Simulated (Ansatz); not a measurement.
Ansatz (a quantum-chemistry and plane-wave program) input (CAM-B3LYP/def2-TZVPD):

Ansatz 0.2 input:
```yaml
crystal:
  periodic: [false, false, false]
  atoms:
    - {symbol: Cl, position_ang: [-0.00000000, -0.00000000, -0.50551697]}
    - {symbol: O, position_ang: [0.00000000, 0.00000000, 1.07422357]}
basis:
  gaussian:
    orbitals: def2-TZVPD
hamiltonian:
  xc: {name: CAM-B3LYP}
total_charge: 1
magnetization: {spin_polarized: true, initial_magnetization: 2}
```

Output:

```
Functional definition: CAM-B3LYP
integrals: 0.02 GiB planned
480 factors; their error is unknown
integrals: 0.05 GiB planned
122 factors; integrals over basis functions are off by at most 8.0e-5 eV
mean field: 0.26 GiB planned
mean field evaluation 1: about -14542.2420 eV, gradient 6.2e1 eV
mean field evaluation 2: about -14489.1209 eV, gradient 1.2e2 eV
mean field evaluation 4: about -14556.0081 eV, gradient 7.4e0 eV
mean field evaluation 8: about -14556.2525 eV, gradient 1.2e-1 eV
mean field evaluation 16: about -14556.2803 eV, gradient 8.2e-5 eV
mean field -14556.28029354 eV, -534.9334341865 hartree, gradient 1.8e-5 eV, S^2 2.014431; 0 other end points of the search recorded, 0 dependent functions left out
reference -14556.28036068 eV, -534.9334366538 hartree; 13, 11 occupied and 73, 75 virtual orbitals, 480 factors
Total energy: -14556.28036068 eV, -534.9334366538 hartree
```

This state (charge 1, triplet) is run at the relaxed geometry of the species with charge 0 and multiplicity 2.
